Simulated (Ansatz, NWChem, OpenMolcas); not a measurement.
## How methods differ on N2O (nitrous oxide)

The species is N2O (3 atoms), meant as a singlet with charge 0. As SMILES, `N#[N+][O-]`. Geometry: relaxed at PBE0-D4/def2-TZVP.

```jsonl
{"atom": "N", "x (Å)": "-0.5117", "y (Å)": "1.0013", "z (Å)": "-0.1679"}
{"atom": "N", "x (Å)": "-0.0084", "y (Å)": "0.0165", "z (Å)": "-0.0028"}
{"atom": "O", "x (Å)": "0.5201", "y (Å)": "-1.0178", "z (Å)": "0.1707"}
```

Quantity: the dipole moment, in D. The values are calculated.

Measured value to compare with: NIST CCCBDB gives the dipole moment of the gas as 0.17 D.

```csv
level,kind,program,value (D),computed − measured,CPU time
HF/cc-pVTZ,Hartree–Fock,OpenMolcas,0.55,+0.38,8.2 s
PBE/cc-pVTZ,GGA,Ansatz,0.19,+0.02,2.8 s
revPBE/cc-pVTZ,GGA,OpenMolcas,0.20,+0.03,22 s
M06-L/cc-pVTZ,meta-GGA,NWChem,0.12,-0.05,19 s
TPSS/cc-pVTZ,meta-GGA,NWChem,0.16,-0.01,18 s
r2SCAN/cc-pVTZ,meta-GGA,NWChem,0.14,-0.03,18 s
M06-2X/cc-pVTZ,hybrid meta-GGA,OpenMolcas,0.20,+0.03,25 s
wB97X/cc-pVTZ,range-separated hybrid,NWChem,0.09,-0.08,81 s
```

Nearest: TPSS/cc-pVTZ (-0.01 D); farthest: HF/cc-pVTZ (+0.38 D). The measured dipole is a vibrational average, so differences of a few hundredths of a debye mean little. Computed less measured by kind, in D (cc-pVTZ rows): Hartree–Fock +0.38; GGA +0.02 to +0.03; meta-GGA -0.05 to -0.01; global hybrid +0.03; range-separated hybrid -0.08. Magnitudes only: a small dipole may point the other way at some levels. Times are those of the runs behind each value, whatever else they computed, on shared processors of several kinds: orders of magnitude only.
